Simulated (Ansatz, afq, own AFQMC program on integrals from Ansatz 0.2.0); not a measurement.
AlH2⁺, triplet in cc-pVDZ, levels against full CI

```
atom   x (Å)    y (Å)    z (Å)
  Al  0.0000  -0.0776  -0.2287
   H  0.0000   3.0539   4.8834
   H  0.0000  -0.9772   1.2398
```

Basis cc-pVDZ. Noble-gas cores (and the filled d shells of Ga–Kr and In–Xe) are frozen. Integrals, coupled cluster, full CI and functionals: Ansatz 0.2.0; the random walks run on the same integrals in our own AFQMC program. The CISD trial takes its coefficients from CCSD amplitudes. Released means that phaseless walkers are propagated on without the constraint, phases kept. Error bars are statistical, one sigma.

Determinant: UHF, the one that the program's search chose, which needn't be the lowest solution. The geometry is a point of a scan.

Full CI on the same integrals is exact in this basis and with this determinant's frozen core.

Cautions: lower spins were not checked.

```
T1 diagnostic                               : 0.0229
weight of the determinant in the CISD state : 0.949
⟨S²⟩ of the determinant                     : 2.045
size of the correlated space                : 4 electrons in 23 orbitals
```

Reference: full CI, correlation energy -1.158 eV. The released energy is read at 2.40 1/Eh (meV from the phaseless value at times in 1/Eh: -0.8 ± 0.3 at 0.24, -1.08 ± 0.22 at 0.51, -1.8 ± 0.3 at 0.99, -2.19 ± 0.22 at 1.62, -2.56 ± 0.24 at 2.40).

```tsv
level	E − E(reference) (kJ/mol)	share of correlation (%)
HF	111.7	0.00
MP2	39.8	64.39
CCSD	1.9	98.32
CCSD(T)	0.7	99.41
CCSDT	0.0	100.00
CCSDT(Q)	0.0	100.00
ph-AFQMC/HF	2.6 ± 0.8	97.71
ph-AFQMC/CISD	0.3 ± 0.04	99.75
released AFQMC	0.0 ± 0.02	99.97
```

CCSDT and higher add their correlation energy to the determinant of the CCSD(T) run, since their own runs factorise the integrals more tightly (a shift of under 2 meV). A walk keeps the symmetry of its determinant, which the program's search chose and which needn't be the lowest solution, so a lower state of the same spin and another symmetry isn't excluded. Released energies are given only where the last usable release times agree within the noise; a slower fall can still hide under it.
